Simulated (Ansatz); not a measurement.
Basis-set extrapolation for C$_{3}$H$_{6}$OS, SMILES `CCC(=O)S` (PBE0-D4/def2-TZVP geometry, frozen core, the Gaussian-basis code of Ansatz). Multiplicity 1, RHF reference.

|  | def2-TZVPP | def2-QZVPP |
| --- | --- | --- |
| HF | -589.585910 | -589.605874 |
| MP2 correlation | -0.912944 | -0.979125 |
| CCSD(T) correlation | -0.996015 | not run |

Energies in hartree. Use E(X) = E(∞) + A·exp(−7.88·√X) for Hartree–Fock and E(X) = E(∞) + B·X^(−2.97) for correlation, with X = 3 and 4, and add CCSD(T) minus MP2 of the smaller set to the MP2 limit.

What is the CCSD(T) energy at the basis-set limit?

HF limit: -589.605874 + (-0.019964) × 0.13774 = -589.60862. MP2 limit: -0.979125 + (-0.066181) × 0.74074 = -1.02815. Higher-order term: -0.996015 − (-0.912944) = -0.08307. Total: -590.71984 hartree, 362.1 kJ/mol below CCSD(T)/def2-TZVPP.
